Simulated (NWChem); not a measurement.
All runs are NWChem calculations. System: chlorine (Cl$_{2}$), charge 0, spin multiplicity 1, at a geometry optimised with PBE0/def2-SVP.

Job file:

```
start mol
memory heap 200 mb stack 800 mb global 1000 mb
geometry units angstroms nocenter noautoz noautosym
  Cl     0.000000     0.000000     1.012768
  Cl     0.000000     0.000000    -1.012768
end
basis spherical
  * library def2-svp
end
dft
  xc xpbe96 cpbe96
  semidirect memsize 60000000 filesize 0
  iterations 100
  convergence nolevelshifting
  cdft 1 1 charge 1.0 pop lowdin
end
task dft energy
```

The output up to the point where the run's verdict is printed (cleaned and shortened):

```
             Northwest Computational Chemistry Package (NWChem) 7.3.0
             --------------------------------------------------------

                                NWChem Input Module
                                -------------------

 Scaling coordinates for geometry "geometry" by  1.889725989
 (inverse scale =  0.529177249)

                             Geometry "geometry" -> ""
                             -------------------------

 Output coordinates in angstroms (scale by  1.889725989 to convert to a.u.)

  No.       Tag          Charge          X              Y              Z
 ---- ---------------- ---------- -------------- -------------- --------------
    1 Cl                  17.0000     0.00000000     0.00000000     1.01276800
    2 Cl                  17.0000     0.00000000     0.00000000    -1.01276800

 Effective nuclear repulsion energy (a.u.)      75.5021016466

            Nuclear Dipole moment (a.u.)
            ----------------------------
        X                 Y               Z
 ---------------- ---------------- ----------------
     0.0000000000     0.0000000000     0.0000000000


 Summary of "ao basis" -> "" (spherical)
 ------------------------------------------------------------------------------
       Tag                 Description            Shells   Functions and Types
 ---------------- ------------------------------  ------  ---------------------
 *                          def2-svp                  on all atoms

  pbe96 is a nonlocal functional; adding pw91lda local functional.

                                 NWChem DFT Module
                                 -----------------

 Summary of "ao basis" -> "ao basis" (spherical)
 ------------------------------------------------------------------------------
       Tag                 Description            Shells   Functions and Types
 ---------------- ------------------------------  ------  ---------------------
 Cl                         def2-svp                 8       18   4s3p1d

 Summary of "ao basis" -> "ao basis" (spherical)
 ------------------------------------------------------------------------------
[...]
 d= 0,ls=0.0,diis    74   -919.2530359059 -8.04D-04  5.73D-02  1.35D-02     5.2
 CDFT multipliers:
      1        0.9137039907
      iter =   10
 d= 0,ls=0.0,diis    75   -919.2525019019  5.34D-04  5.46D-02  1.41D-02     5.2
 CDFT multipliers:
      1        0.9127192272
      iter =   12
 d= 0,ls=0.0,diis    76   -919.2522194746  2.82D-04  5.77D-02  1.44D-02     5.3
 CDFT multipliers:
      1        0.9150695212
      iter =   11
 d= 0,ls=0.0,diis    77   -919.2528727420 -6.53D-04  3.54D-02  1.36D-02     5.3
 CDFT multipliers:
      1        0.9155107884
      iter =    7
 d= 0,ls=0.0,diis    78   -919.2529728275 -1.00D-04  5.62D-02  1.36D-02     5.4
 CDFT multipliers:
      1        0.9129224606
      iter =   10
 d= 0,ls=0.0,diis    79   -919.2523498765  6.23D-04  5.07D-02  1.43D-02     5.5
 CDFT multipliers:
      1        0.9114884649
      iter =   16
 d= 0,ls=0.0,diis    80   -919.2519211809  4.29D-04  8.92D-04  1.48D-02     5.5
 CDFT multipliers:
      1        0.9114382110
      iter =   11
 d= 0,ls=0.0,diis    81   -919.2518937437  2.74D-05  5.29D-02  1.49D-02     5.6
 CDFT multipliers:
      1        0.9164498791
      iter =    9
 d= 0,ls=0.0,diis    82   -919.2532890692 -1.40D-03  2.90D-02  1.32D-02     5.6
 CDFT multipliers:
      1        0.9108600356
      iter =   11
 d= 0,ls=0.0,diis    83   -919.2517983952  1.49D-03  5.84D-02  1.48D-02     5.7
 CDFT multipliers:
      1        0.9097708838
      iter =   11
 d= 0,ls=0.0,diis    84   -919.2516393321  1.59D-04  1.42D-03  1.50D-02     5.8
 CDFT multipliers:
      1        0.9126401527
      iter =    9
 d= 0,ls=0.0,diis    85   -919.2523272484 -6.88D-04  5.03D-02  1.42D-02     5.8
 CDFT multipliers:
      1        0.9115715918
      iter =   10
 d= 0,ls=0.0,diis    86   -919.2521007973  2.26D-04  5.81D-02  1.46D-02     5.9
 CDFT multipliers:
      1        0.9133818985
      iter =    7
 d= 0,ls=0.0,diis    87   -919.2525508318 -4.50D-04  6.66D-03  1.41D-02     5.9
 CDFT multipliers:
      1        0.9146936267
      iter =    9
 d= 0,ls=0.0,diis    88   -919.2528358061 -2.85D-04  5.71D-02  1.37D-02     6.0
 CDFT multipliers:
      1        0.9156315703
      iter =   10
 d= 0,ls=0.0,diis    89   -919.2530492816 -2.13D-04  5.42D-02  1.35D-02     6.1
 CDFT multipliers:
      1        0.9134994707
      iter =    6
 d= 0,ls=0.0,diis    90   -919.2525643113  4.85D-04  1.27D-02  1.42D-02     6.1
 CDFT multipliers:
      1        0.9154462767
      iter =    6
 d= 0,ls=0.0,diis    91   -919.2530505456 -4.86D-04  5.68D-02  1.36D-02     6.2
 CDFT multipliers:
      1        0.8980154825
      iter =    6
 d= 0,ls=0.0,diis    92   -919.2481514321  4.90D-03  6.17D-02  1.98D-02     6.2
 CDFT multipliers:
      1        0.9017252959
      iter =    6
 d= 0,ls=0.0,diis    93   -919.2492687558 -1.12D-03  6.12D-02  1.83D-02     6.3
 CDFT multipliers:
      1        0.9045971011
      iter =    6
 d= 0,ls=0.0,diis    94   -919.2501671316 -8.98D-04  3.80D-04  1.72D-02     6.4
 CDFT multipliers:
      1        0.9055056201
      iter =    7
 d= 0,ls=0.0,diis    95   -919.2502016154 -3.45D-05  5.99D-02  1.69D-02     6.4
 CDFT multipliers:
      1        0.9103440835
      iter =    5
 d= 0,ls=0.0,diis    96   -919.2516252817 -1.42D-03  1.23D-02  1.53D-02     6.5
 CDFT multipliers:
      1        0.9121665635
      iter =   11
 d= 0,ls=0.0,diis    97   -919.2521790769 -5.54D-04  4.17D-03  1.43D-02     6.5
 CDFT multipliers:
      1        0.9115961664
      iter =   15
 d= 0,ls=0.0,diis    98   -919.2520473684  1.32D-04  6.04D-02  1.44D-02     6.6
 CDFT multipliers:
      1        0.8994389154
      iter =    5
 d= 0,ls=0.0,diis    99   -919.2484926597  3.55D-03  2.89D-02  1.93D-02     6.7
 CDFT multipliers:
      1        0.8985610050
      iter =    7
 d= 0,ls=0.0,diis   100   -919.2482523383  2.40D-04  9.49D-03  2.03D-02     6.7
  CDFT final multipliers
      1        0.9017663535
```

Convergence was not reached. The next line reads: Calculation failed to converge. NWChem stopped with the message: dft energy failed.
